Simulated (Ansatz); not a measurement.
**C2H4B with multiplicity 2: two geometries relaxed**

Are the two ends of the shift of H4 from B1 to C2 separate minima, and which lies lower? Each is relaxed from a guess. SMILES of the start: [BH]C=C.

All numbers below are computed with Ansatz 0.2.0 (UKS PBE-D4/def2-SVP).

### Step 1. The starting structure

Bond lengths: B1–C2 1.430 Å, C2–C3 1.377 Å, B1–H4 1.146 Å, C2–H5 1.093 Å, C3–H6 1.074 Å, C3–H7 1.075 Å. Angles: B1–C2–C3 134.3°, B1–C2–H5 111.4°, C3–C2–H5 114.3°, C2–B1–H4 175.9°, C2–C3–H6 121.9°, C2–C3–H7 120.9°, H6–C3–H7 117.2°.

As a file:

```xyz
7

B    -1.2594   -0.2915   -0.7366
C    -0.0644    0.3028   -0.2219
C     0.8912   -0.0917    0.6877
H    -2.2335   -0.6955   -1.1849
H     0.1134    1.2875   -0.6629
H     1.7317    0.5304    0.9332
H     0.8210   -1.0420    1.1854
```

### Step 2. End point A

File input.yaml:

```yaml
crystal:
  periodic: [false, false, false]
  atoms:
    - { symbol: B, position_ang: [-1.25944, -0.29153, -0.7366] }
    - { symbol: C, position_ang: [-0.06445, 0.30282, -0.22191] }
    - { symbol: C, position_ang: [0.89123, -0.09169, 0.68773] }
    - { symbol: H, position_ang: [-2.23352, -0.69545, -1.1849] }
    - { symbol: H, position_ang: [0.11342, 1.2875, -0.66294] }
    - { symbol: H, position_ang: [1.7317, 0.5304, 0.93321] }
    - { symbol: H, position_ang: [0.82105, -1.04204, 1.1854] }
magnetization:
  spin_polarized: true
  initial_magnetization: 1
basis:
  gaussian: { orbitals: def2-SVP }
hamiltonian:
  xc: pbe
  dispersion: d4
relax:
  f_tol: 0.02
  max_steps: 50
```

Started as:

```console
$ ansatz run input.yaml --threads 1 --pin off --max-ram 2048MiB --backend cpu --events-out ev --progress --plain --runs-dir out
```

What it wrote, cut to the lines that bear on the results:

```text
Warning: RAYON_NUM_THREADS=1 ignored (pool sized by the plan → 1); use --threads N
[...]
Functional definition: PBE
[...]
702 factors; their error is unknown
[...]
mean field -2805.88543883 eV, -103.1143879795 hartree, gradient 2.3e-5 eV, S^2 0.763488; 3 other end points of the search recorded, 0 dependent functions left out
[...]
reference -2805.88546906 eV, -103.1143890906 hartree; 11, 10 occupied and 51, 52 virtual orbitals, 702 factors
relax step   1: F+E_penalty+E_count = -2805.97823675 eV  Δ(F+E_penalty+E_count) = +0.000e0 eV  max|allowed force component| = 1.176e0 eV/Å  Δτ_max = 0.0000 Å  (70 SCF iters, accepted)
[...]
relax step   6: F+E_penalty+E_count = -2806.06120722 eV  Δ(F+E_penalty+E_count) = -3.122e-4 eV  max|allowed force component| = 5.096e-2 eV/Å  Δτ_max = 0.0239 Å  (34 SCF iters, accepted)
[...]
relax step   7: F+E_penalty+E_count = -2806.06158487 eV  Δ(F+E_penalty+E_count) = -3.776e-4 eV  max|allowed force component| = 7.103e-3 eV/Å  Δτ_max = 0.0085 Å  (33 SCF iters, accepted)
702 factors; their error is unknown
[...]
mean field -2805.96965212 eV, -103.1174827608 hartree, gradient 1.3e-5 eV, S^2 0.764269; 4 other end points of the search recorded, 0 dependent functions left out
[...]
reference -2805.96968273 eV, -103.1174838857 hartree; 11, 10 occupied and 51, 52 virtual orbitals, 702 factors
Total energy: -2806.06161548 eV, -103.1208623519 hartree
Atom 0 at    -1.273498    -0.292116    -0.749436 Å, force     0.001374     0.001728    -0.000160 eV/Å
Atom 1 at    -0.064880     0.257415    -0.195947 Å, force    -0.002387    -0.007103    -0.001041 eV/Å
Atom 2 at     0.924456    -0.098976     0.716218 Å, force    -0.005699     0.004189    -0.001333 eV/Å
Atom 3 at    -2.296788    -0.633968    -1.263552 Å, force     0.005115     0.001395     0.003290 eV/Å
Atom 4 at     0.052392     1.257474    -0.688347 Å, force     0.000696     0.001469     0.000626 eV/Å
Atom 5 at     1.767169     0.572039     0.934197 Å, force     0.000002    -0.001462    -0.000852 eV/Å
Atom 6 at     0.891139    -1.061857     1.246859 Å, force     0.000899    -0.000217    -0.000530 eV/Å
Dipole moment:    -0.098504     0.036907    -0.087719 e Å
```

Run time: 14 s. Hardware: 1 thread of Intel Xeon Platinum 8488C (Sapphire Rapids), shared host; peak memory 0.14 GiB.

Relaxation path:

| step | energy from step 1 (eV) | largest force component (eV/Å) |
| --- | --- | --- |
| 1 | 0.0000 | 1.1763 |
| 2 | -0.0726 | 0.3053 |
| 3 | -0.0800 | 0.0779 |
| 4 | -0.0813 | 0.1000 |
| 5 | -0.0827 | 0.0983 |
| 6 | -0.0830 | 0.0510 |
| 7 | -0.0833 | 0.0071 |

Step 1 is the start.

After: Bond lengths: B1–C2 1.438 Å, C2–C3 1.392 Å, B1–H4 1.195 Å, C2–H5 1.121 Å, C3–H6 1.099 Å, C3–H7 1.100 Å. Angles: B1–C2–C3 138.7°, B1–C2–H5 105.1°, C3–C2–H5 116.2°, C2–B1–H4 173.8°, C2–C3–H6 121.2°, C2–C3–H7 121.2°, H6–C3–H7 117.5°.

### Step 3. End point B

The second end starts from a geometry with the move made by hand.

input.yaml, as its differences from that of step 2:

```diff
@@ -6,3 +6,3 @@
     - { symbol: C, position_ang: [0.89123, -0.09169, 0.68773] }
-    - { symbol: H, position_ang: [-2.23352, -0.69545, -1.1849] }
+    - { symbol: H, position_ang: [-0.52331, -0.65627, 0.01828] }
     - { symbol: H, position_ang: [0.11342, 1.2875, -0.66294] }
```

Started as:

```console
$ ansatz run input.yaml --threads 1 --pin off --max-ram 2048MiB --backend cpu --events-out ev --progress --plain --runs-dir out
```

What it wrote, cut to the lines that bear on the results:

```text
Warning: RAYON_NUM_THREADS=1 ignored (pool sized by the plan → 1); use --threads N
[...]
[... 1 set-up line as earlier in the session ...]
[...]
702 factors; their error is unknown
[...]
mean field -2800.46604556 eV, -102.9152289501 hartree, gradient 3.1e-6 eV, S^2 1.345967; 16 other end points of the search recorded, 0 dependent functions left out
[...]
reference -2800.46607453 eV, -102.9152300150 hartree; 11, 10 occupied and 51, 52 virtual orbitals, 702 factors
relax step   1: F+E_penalty+E_count = -2800.55709882 eV  Δ(F+E_penalty+E_count) = +0.000e0 eV  max|allowed force component| = 6.028e0 eV/Å  Δτ_max = 0.0000 Å  (472 SCF iters, accepted)
[...]
relax step   9: F+E_penalty+E_count = -2805.92759398 eV  Δ(F+E_penalty+E_count) = -1.044e-2 eV  max|allowed force component| = 4.734e-1 eV/Å  Δτ_max = 0.0910 Å  (37 SCF iters, accepted)
[...]
mean field -2805.96994654 eV, -103.1174935806 hartree, gradient 1.1e-5 eV, S^2 0.765166; 2 other end points of the search recorded, 0 dependent functions left out
[...]
reference -2805.96997621 eV, -103.1174946709 hartree; 11, 10 occupied and 51, 52 virtual orbitals, 702 factors
Total energy: -2806.06204199 eV, -103.1208780260 hartree
Atom 0 at    -0.979562    -0.591778    -0.490905 Å, force     0.012848     0.011844     0.001822 eV/Å
Atom 1 at     0.127765     0.230045    -0.052590 Å, force    -0.017793    -0.009206    -0.012700 eV/Å
Atom 2 at     1.235766     0.108245     0.772540 Å, force     0.013577     0.001883     0.012360 eV/Å
Atom 3 at    -2.087219    -1.020408    -0.642827 Å, force    -0.008896    -0.005634    -0.001530 eV/Å
Atom 4 at     0.028495     1.197140    -0.608962 Å, force    -0.002616     0.002302    -0.000067 eV/Å
Atom 5 at     1.962573     0.926211     0.877408 Å, force     0.004148     0.001677    -0.001596 eV/Å
Atom 6 at     1.422383    -0.810265     1.348506 Å, force    -0.001268    -0.002865     0.001711 eV/Å
Dipole moment:    -0.102461     0.042987    -0.026827 e Å
```

Run time: 54 s. Hardware: 1 thread of Intel Xeon Platinum 8488C (Sapphire Rapids), shared host; peak memory 0.15 GiB.

The steps of the relaxation, one in 2:

| step | energy from step 1 (eV) | largest force component (eV/Å) |
| --- | --- | --- |
| 1 | 0.0000 | 6.0280 |
| 3 | -2.0537 | 3.3276 |
| 5 | -4.3564 | 2.5397 |
| 7 | -5.2983 | 0.5630 |
| 9 | -5.3705 | 0.4734 |
| 11 | -5.4021 | 0.3324 |
| 13x | -5.3887 | 0.6500 |
| 15x | -5.4465 | 0.3524 |
| 17 | -5.4533 | 0.0896 |
| 19x | -5.4518 | 0.1500 |
| 21 | -5.4555 | 0.0247 |
| 23 | -5.4621 | 0.2224 |
| 25 | -5.4795 | 0.2857 |
| 27 | -5.4983 | 0.2108 |
| 29 | -5.5041 | 0.0581 |
| 31 | -5.5048 | 0.0445 |
| 32 | -5.5049 | 0.0178 |

Step 1 is the start. 4 steps were tried and not accepted (marked x).

After: Bond lengths: B1–C2 1.447 Å, C2–C3 1.387 Å, B1–H4 1.197 Å, C2–H5 1.120 Å, C3–H6 1.099 Å, C3–H7 1.100 Å. Angles: B1–C2–C3 137.9°, B1–C2–H5 105.8°, C3–C2–H5 116.2°, C2–B1–H4 161.7°, C2–C3–H6 121.3°, C2–C3–H7 121.4°, H6–C3–H7 117.3°.

Pairs that crossed the distance rule for bonds on the way: moved apart C2–H4.

### Step 4. Outcome

```
                           quantity                     value
                              end A   6 moves, 0.083 eV lower
                              end B  27 moves, 5.505 eV lower
largest difference between the ends                    0.13 Å
            end B relative to end A                 -0.000 eV
```

The two relaxations end at one structure, within 0.13 Å: no second minimum was found from this start, which doesn't rule one out.
